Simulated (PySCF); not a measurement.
PySCF input (M06-2X/6-31G* (5d)):

```python
from pyscf import gto, dft

mol = gto.M(
    atom='''
    C    -0.02784272    0.07672693    0.05477787
    C    -0.08889168    0.83888068    1.33004228
    C    -0.01253030   -0.71527917    1.30288250
    C     0.75721562    0.00668667   -1.21024639
    C    -0.77765176    0.01327665   -1.22694930
    H     0.91531343    1.23209040    1.56079430
    H    -0.90142096   -1.28826233    1.58274551
    H     0.91258719   -1.26192393    1.51820960
    H     1.25888284   -0.91323288   -1.50845941
    H     1.26283121    0.90616505   -1.55641461
    H    -1.27312957   -0.91059355   -1.51956341
    H    -1.27685927    0.91400673   -1.58035391
    ''',
    basis='6-31g*',
    charge=-1,
    spin=0,
    verbose=4,
)

mf = dft.RKS(mol, xc='m062x')
mf.grids.level = 4
mf.conv_tol = 1e-9
mf.max_cycle = 100
mf.max_memory = 1500
mf.kernel()
if not mf.converged:
    mf = mf.newton()
    mf.kernel(mf.make_rdm1())
mf.dip_moment()
```

**Question.** What final total energy does it give?

**Answer.** -194.48873 Eh.
